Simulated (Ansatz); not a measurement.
Geometry optimisation, UKS BHLYP-D4/6-31G* (Ansatz 0.2.0).

Input:

```yaml
crystal:
  periodic: [false, false, false]
  atoms:
    - { symbol: B, position_ang: [0.0, 0.0, 0.0] }
    - { symbol: H, position_ang: [0.0, 0.0, 1.44] }
    - { symbol: H, position_ang: [1.0305, 0.0, -0.595] }
    - { symbol: Cl, position_ang: [-1.6108, 0.0, -0.93] }
    - { symbol: Si, position_ang: [0.0, 0.0, 3.2] }
    - { symbol: H, position_ang: [-0.7436, -1.1581, 3.6874] }
    - { symbol: H, position_ang: [1.3747, -0.0649, 3.6874] }
    - { symbol: H, position_ang: [-0.6311, 1.223, 3.6874] }
magnetization:
  spin_polarized: true
  initial_magnetization: 1
basis:
  gaussian: { orbitals: "6-31G*" }
hamiltonian:
  xc: { name: BHLYP }
  dispersion: d4
relax:
  f_tol: 0.15
  max_steps: 25
  restrain:
    - { distance: [1, 4], at: 2.66, k: 30.0 }
    - { distance: [0, 1], at: 1.19, k: 30.0 }
output:
  orbitals: {}
```

Command:

```bash
$ ansatz run input.yaml --threads 1 --pin off --max-ram 2048MiB --backend cpu --events-out ev --progress --plain --runs-dir out
```

**Question.** Where does it end, and by what steps?

**Answer.** The forces met the threshold. The restraints hold the end off the free minimum; the threshold counts their pulls, which the force column leaves out. Restrained pairs: H2–Si5 (1.76 → 2.67 Å), B1–H2 (1.44 → 1.19 Å). After 5 steps the energy has fallen by 0.962 eV (the restraints' own energy left out); H2 moved furthest, 0.54 Å.

| step | energy less start (eV) | largest force component (eV/Å) | accepted |
| --- | --- | --- | --- |
| 0 | 0.0000 | 2.021 | yes |
| 1 | -0.4487 | 1.670 | yes |
| 2 | -0.5693 | 2.077 | yes |
| 3 | -0.8188 | 0.623 | yes |
| 4 | -0.9476 | 0.726 | yes |
| 5 | -0.9621 | 0.257 | yes |

```xyz
8
Properties=species:S:1:pos:R:3
B -0.013 0.000 -0.286
H -0.036 0.000 0.903
H 0.984 0.000 -0.918
Cl -1.537 0.000 -1.130
Si 0.006 0.000 3.571
H -0.759 -1.191 4.011
H 1.418 -0.067 4.015
H -0.643 1.257 4.011
```

The run took 14 s on 1 thread of Intel(R) Xeon(R) 6975P-C (Granite Rapids) (shared host), peak memory 0.17 GiB.
